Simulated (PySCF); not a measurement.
# P4 (SMILES P12P3P1P23): revPBE/def2-SVPD

What is the vertical singlet–triplet gap of P4 at revPBE/def2-SVPD? Input form: a Python script.

The calculation is run with PySCF 2.14.0.

1 further run of the same task is left out (set aside as unsound or not needed).

### Step 1. The structure to begin with

The species is P4 (4 atoms), meant as a singlet with charge 0. SMILES: `P12P3P1P23`. The shape is that of a PBE0-D4/def2-TZVP optimisation.

Bond lengths: P1–P2 2.184 Å, P1–P3 2.184 Å, P2–P3 2.184 Å, P1–P4 2.184 Å, P2–P4 2.184 Å, P3–P4 2.184 Å. Some angles: P1–P2–P3 60.0°, P1–P2–P4 60.0°, P3–P2–P4 60.0°, P2–P1–P3 60.0°, P2–P1–P4 60.0°, P3–P1–P4 60.0°, P1–P3–P2 60.0°, P1–P3–P4 60.0°, P2–P3–P4 60.0°, P1–P4–P2 60.0°.

### Step 2. A single-point energy at revPBE/def2-SVPD

run.py

```python
# p12p3p1p23
from pyscf import gto, dft

mol = gto.Mole()
mol.atom = [
    ('P', (-0.724800, -0.100000, 1.119400)),
    ('P', (1.294900, 0.109800, 0.315700)),
    ('P', (-0.185000, -1.091700, -0.749800)),
    ('P', (-0.385100, 1.081900, -0.685200)),
]
mol.max_memory = 1860
mol.charge = 0
mol.basis = 'def2-svpd'
mol.verbose = 3
mol.build()

mf = dft.RKS(mol, xc='revpbe')
mf.grids.level = 5
mf.conv_tol = 1e-10
mf.kernel()
if not mf.converged:
    mf = mf.newton().run(mf.mo_coeff, mf.mo_occ)

e_final = mf.e_tot
print('E = %.10f Eh' % e_final)
```

On the command line:

```
$ OMP_NUM_THREADS=1 python run.py
```

What it wrote:

```text
converged SCF energy = -1364.79691599793
E = -1364.7969159979 Eh
```

Wall time 13 s (1 thread of Arm Neoverse V1, shared host); peak memory 0.49 GiB.

### Step 3. The triplet

geometry.xyz

```xyz
4

P     -0.724800    -0.100000     1.119400
P      1.294900     0.109800     0.315700
P     -0.185000    -1.091700    -0.749800
P     -0.385100     1.081900    -0.685200
```

calc.py

```python
from pyscf import gto, dft

mol = gto.Mole()
mol.atom = 'geometry.xyz'
mol.charge = 0
mol.max_memory = 1860
mol.spin = 2
mol.basis = 'def2-svpd'
mol.verbose = 4
mol.build()

ks = dft.UKS(mol, xc='revpbe')
ks.grids.level = 5
ks.conv_tol = 1e-10
ks.kernel()
if not ks.converged:
    ks = ks.newton().run(ks.mo_coeff, ks.mo_occ)

energy = ks.e_tot
print('E = %.10f Eh' % energy)
```

On the command line:

```
$ OMP_NUM_THREADS=1 python calc.py
```

What it wrote:

```text
PySCF version 2.14.0

[INPUT] num. atoms = 4
[INPUT] num. electrons = 60
[INPUT] charge = 0
[INPUT] spin (= nelec alpha-beta = 2S) = 2
[INPUT] symmetry False subgroup None
[INPUT] Mole.unit = angstrom
[INPUT] Symbol           X                Y                Z      unit          X                Y                Z       unit  Magmom
[INPUT]  1 P     -0.724800000000  -0.100000000000   1.119400000000 AA   -1.369673495085  -0.188972612457   2.115359423838 Bohr   0.0
[INPUT]  2 P      1.294900000000   0.109800000000   0.315700000000 AA    2.447006358699   0.207491928477   0.596586537525 Bohr   0.0
[INPUT]  3 P     -0.185000000000  -1.091700000000  -0.749800000000 AA   -0.349599333045  -2.063014010188  -1.416916648199 Bohr   0.0
[INPUT]  4 P     -0.385100000000   1.081900000000  -0.685200000000 AA   -0.727733530570   2.044494694167  -1.294840340552 Bohr   0.0

nuclear repulsion = 327.132424349916
number of shells = 40
number of NR pGTOs = 168
number of NR cGTOs = 96
basis = def2-svpd
ecp = {}

******** <class 'pyscf.dft.uks.UKS'> ********
method = UKS
initial guess = minao
damping factor = 0
level_shift factor = 0
DIIS = <class 'pyscf.scf.diis.CDIIS'>
diis_start_cycle = 1
diis_space = 8
diis_damp = 0
SCF conv_tol = 1e-10
SCF conv_tol_grad = None
SCF max_cycles = 50
direct_scf = True
direct_scf_tol = 1e-13
number electrons alpha = 31  beta = 29
XC library pyscf.dft.libxc version 7.0.0
    S. Lehtola, C. Steigemann, M. J.T. Oliveira, and M. A.L. Marques.,  SoftwareX 7, 1–5 (2018)
XC functionals = revpbe
    Y. Zhang and W. Yang.,  Phys. Rev. Lett. 80, 890 (1998)
    J. P. Perdew, K. Burke, and M. Ernzerhof.,  Phys. Rev. Lett. 77, 3865 (1996)
    J. P. Perdew, K. Burke, and M. Ernzerhof.,  Phys. Rev. Lett. 78, 1396 (1997)
radial grids:
    Treutler-Ahlrichs [JCP 102, 346 (1995); DOI:10.1063/1.469408] (M4) radial grids

[... 12 lines left out ...]
[... the frontier-level lines of each cycle are left out ...]
[... 7 lines left out ...]
[... 11 lines left out ...]
[... 11 lines left out ...]
[... 11 lines left out ...]
[... 11 lines left out ...]
[... 11 lines left out ...]
[... 11 lines left out ...]
[... 11 lines left out ...]
[... 11 lines left out ...]
[... 11 lines left out ...]
[... 11 lines left out ...]
[... 11 lines left out ...]
[... 11 lines left out ...]
[... 11 lines left out ...]
[... 5 lines left out ...]

cycle= 29 E= -1364.62378614982  delta_E= -2.42e-08  |g|= 9.76e-05  |ddm|= 0.00252


cycle= 30 E= -1364.62378618517  delta_E= -3.53e-08  |g|= 7.51e-05  |ddm|= 0.00272


cycle= 31 E= -1364.62378621459  delta_E= -2.94e-08  |g|= 4.79e-05  |ddm|= 0.00263


cycle= 32 E= -1364.62378623662  delta_E= -2.2e-08  |g|= 1.91e-05  |ddm|= 0.00471


cycle= 33 E= -1364.62378623857  delta_E= -1.95e-09  |g|= 5.51e-06  |ddm|= 0.00135


cycle= 34 E= -1364.6237862384  delta_E= 1.7e-10  |g|= 8.22e-06  |ddm|= 0.000518


cycle= 35 E= -1364.62378623863  delta_E= -2.28e-10  |g|= 1.42e-06  |ddm|= 0.000384


cycle= 36 E= -1364.62378623864  delta_E= -1.21e-11  |g|= 1.88e-06  |ddm|= 0.00012


Extra cycle  E= -1364.62378623852  delta_E= 1.22e-10  |g|= 1.14e-05  |ddm|= 5.05e-05
converged SCF energy = -1364.62378623852  <S^2> = 2.0111623  2S+1 = 3.0074323
E = -1364.6237862385 Eh
```

Run time: 78 s. Hardware: 1 thread of Arm Neoverse V1, shared host; peak memory 0.5 GiB.

### Step 4. Outcome

At revPBE/def2-SVPD:

| quantity | value |
| --- | --- |
| singlet: total energy | -1364.79692 Eh |
| singlet: dipole moment | 0.00 D |
| singlet: HOMO energy | -6.64 eV |
| singlet: LUMO energy | -1.47 eV |
| singlet: HOMO–LUMO gap | 5.18 eV |
| triplet: total energy | -1364.62379 Eh |
| triplet: dipole moment | 0.00 D |
| triplet: HOMO energy (highest over α and β) | -2.14 eV |
| triplet: ⟨S²⟩ | 2.011 |
| vertical energy of the triplet above the singlet | 4.711 eV |

**Reading.** At this shape the triplet lies 4.71 eV (455 kJ/mol) above the singlet.
